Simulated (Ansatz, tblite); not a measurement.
Cost and result up the ladder for MgMeH (CH₄Mg) (6 atoms). The state is a singlet with charge 0. Geometry: PBE-D4/def2-TZVP.

| atom | x (Å) | y (Å) | z (Å) |
| --- | --- | --- | --- |
| Mg1 | -0.428 | 1.238 | 0.113 |
| C2 | 0.254 | -0.735 | -0.069 |
| H3 | 0.943 | -0.853 | -0.920 |
| H4 | -0.576 | -1.442 | -0.224 |
| H5 | 0.795 | -1.064 | 0.833 |
| H6 | -0.987 | 2.856 | 0.266 |

Ansatz on 2 threads of Arm Neoverse V1 on a shared host; xTB runs through tblite on one thread. Times are rough, summed over both states, and most runs start from the orbitals of an earlier one. PBE0-D4/def2-TZVP serves as the yardstick here, not as an exact answer. The other state is a triplet.

The xTB rows come from tblite.

xTB has no spin-polarisation term.

```
                          level  functions  vertical triplet (eV)  difference from PBE0-D4/def2-TZVP (eV)
                       GFN1-xTB         16                   4.75                                    0.37
PBE0-D4/def2-TZVP (with forces)         87                   4.39                                    0.00
               PBE-D4/def2-TZVP         87                   4.16                                   -0.23
                       GFN2-xTB         17                   3.28                                   -1.11
            r2SCAN-D4/def2-TZVP         87                   4.27                                   -0.12
```

Q: Estimate how long each takes.

A: GFN2-xTB 0.006 s; GFN1-xTB 0.01 s; PBE-D4/def2-TZVP 2.7 s; PBE0-D4/def2-TZVP (with forces) 3.7 s; r2SCAN-D4/def2-TZVP 5.2 s. On shared hardware such times vary by a factor of up to 3.
